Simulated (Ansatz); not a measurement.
System: hcp Os. Method: RPBE (Ansatz, a first-principles code, plane waves, PAW).

Run with plane-wave cutoff 520 eV, 24×24×14 k mesh (along the axes of the cell as run), Fermi–Dirac smearing 0.05 eV, no spin polarisation, scalar-relativistic PAW data made under PBE.

Cell (relaxed at this level):

```
CELL_PARAMETERS angstrom
      1.38198    -2.39365     0.00000
      1.38198     2.39365     0.00000
      0.00000     0.00000     4.35969
ATOMIC_POSITIONS crystal
  Os 0.33333 0.66667 0.25000
  Os 0.66667 0.33333 0.75000
```

Question: What does this level give for the bulk modulus B0 and pressure derivative B′ of the bulk modulus?

Answer: 
- bulk modulus B0 = 383 GPa
- pressure derivative B′ of the bulk modulus = 4.8

The run finds no gap.

Measured, for comparison: bulk modulus 425 GPa (zero-point energy and finite temperature contributions removed; as tabulated in doi:10.1021/acs.jctc.3c00612). Computed (rounded) less measured: bulk modulus -10 %.

Note: the bulk modulus comes from volumes at which shape and atoms were relaxed.

Spin–orbit coupling is not included.

Static lattice: no zero-point or thermal effects.
